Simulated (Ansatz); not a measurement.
C3H6O (`C=COC`). Charge 0, multiplicity 1.

Z-matrix (Å, degrees):
```
C
O 1 1.408
H 1 1.095 2 111.0
H 1 1.089 2 106.6 3 119.3
H 1 1.095 2 111.0 3 -121.4
C 2 1.344 1 116.4 3 60.7
C 6 1.330 2 128.1 1 -0.0
H 6 1.085 2 110.2 1 -180.0
H 7 1.081 6 123.6 2 0.0
H 7 1.081 6 118.7 2 180.0
```

(1) What are the harmonic wavenumbers in cm⁻¹ at PBE0-D4/def2-TZVP (Ansatz, finite differences of forces, unscaled)? (An estimate is asked.)

(2) Is this a minimum?

(3) Give the ideal-gas thermochemistry at 298.15 K and 1 bar (rigid rotor, harmonic oscillator; point group Cs, symmetry number 1).

(4) And at 400, 500, 600, 800 and 1000 K?

Results:

(1) The calculation gave: 245, 264, 324, 597, 727, 838, 933, 1000, 1046, 1176, 1218, 1268, 1356, 1424, 1476, 1482, 1502, 1705, 3023, 3086, 3159, 3189, 3203, 3281.

(2) Yes, all 24 modes are real.

(3) Zero-point energy 224.5 kJ/mol; H(298) − E = 239.3 kJ/mol; entropy 284.6 J/(mol·K), of which translation 159.5, rotation 99.6, vibration 25.5; G(298) − E = 154.4 kJ/mol.

(4) 
```csv
T (K),H − E (kJ/mol),S (J/mol/K),G − E (kJ/mol)
400,247.8,309.1,124.2
500,258.1,331.9,92.1
600,270.0,353.5,57.9
800,297.6,393.1,-16.9
1000,329.3,428.4,-99.1
```
